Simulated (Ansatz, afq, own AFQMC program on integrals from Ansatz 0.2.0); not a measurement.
## N₂H₂, singlet: AFQMC among the cluster methods

```xyz
4

N     0.0000    0.0000    0.4571
N     0.0000    0.0000   -0.6069
H     0.0000    0.8651    1.0407
H     0.0000   -0.8651    1.0407
```

Connectivity, by distances: NH2–N.

Basis cc-pVDZ. Noble-gas cores (and the filled d shells of Ga–Kr and In–Xe) are frozen. AFQMC by an in-house program on the Cholesky factors that Ansatz 0.2.0 writes for its CCSD(T) run. ph-AFQMC/CISD is guided by a CISD state made of CCSD amplitudes; releasing the constraint for a short imaginary time cuts its bias at the price of noise, slowly where states lie close. Uncertainties: one standard error, sampling alone.

Determinant: RHF, the one that the program's search chose, which needn't be the lowest solution. The geometry is a point of a scan.

No full CI on the walks' own integrals is used here; CCSDT(Q) serves as the reference and is uncertain by about the last step of the cluster series.

The T1 diagnostic is 0.0174. The weight of the determinant in the CISD state is 0.894 and the size of the correlated space is 12 electrons in 36 orbitals.

| level | correlation energy (eV) |
| --- | --- |
| MP2 | -8.3682 |
| CCSD | -8.9343 |
| CCSD(T) | -9.1891 |

Question: Estimate where AFQMC with the constraint released lies against CCSD(T) on the same integrals.

Answer: 3.4 ± 1.9 kJ/mol below CCSD(T). The gap is under twice the noise, so this walk alone can't tell the two apart.

Reference: CCSDT(Q), correlation energy -9.223 eV. The released energy is read at 2.40 1/Eh (meV from the phaseless value at times in 1/Eh: -9 ± 14 at 0.24, -21 ± 17 at 0.51, -64 ± 17 at 0.99, -59 ± 16 at 1.62, -31 ± 20 at 2.40).

| level | E − E(reference) (kJ/mol) | share of correlation (%) |
| --- | --- | --- |
| CCSD(T) | 3.3 | 99.63 |
| CCSDT | 2.2 | 99.76 |
| ph-AFQMC/CISD | 2.9 ± 1.7 | 99.67 |
| released AFQMC | -0.1 ± 1.9 | 100.01 |

A walk keeps the symmetry of its determinant, which the program's search chose and which needn't be the lowest solution, so a lower state of the same spin and another symmetry isn't excluded. Released energies are given only where the last usable release times agree within the noise; a slower fall can still hide under it.
